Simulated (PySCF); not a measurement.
Thiopropynal, C3H2S.
Bonds: C1–C2 (triple), C2–C3, C3–S4 (double). Hydrogens: H5 on C1; H6 on C3.

The calculation used BHandHLYP/def2-TZVP geometry optimisation, gas phase in PySCF 2.14.0.

What internal coordinates does the optimisation give?

| bond | length (bohr) | order |
| --- | --- | --- |
| C1≡C2 | 2.253 | triple |
| C2–C3 | 2.665 | single |
| C3=S4 | 3.036 | double |
| C1–H5 | 1.996 | single |
| C3–H6 | 2.044 | single |

Orders are formal, as drawn. A selection of angles:
| angle | degrees |
| --- | --- |
| C2–C1–H5 | 179.0 |
| C1–C2–C3 | 178.4 |
| C2–C3–S4 | 125.2 |
| C2–C3–H6 | 114.6 |
| S4–C3–H6 | 120.2 |

The 4 heavy atoms lie in one plane (0.000 Å rms). The 2 C–C bonds span 1.192 Å (C1≡C2, drawn triple) to 1.410 Å (C2–C3, drawn single), a spread of 0.218 Å.

Point group: Cs (every atom within 0.08 Å of its image). Whether it is a minimum is left open (no frequencies).

Time: 27 s wall; peak memory 0.49 GiB. Hardware: Arm Neoverse V1, one thread, shared host with 32 logical CPUs at a one-minute load of 28. This is the geometry optimisation.
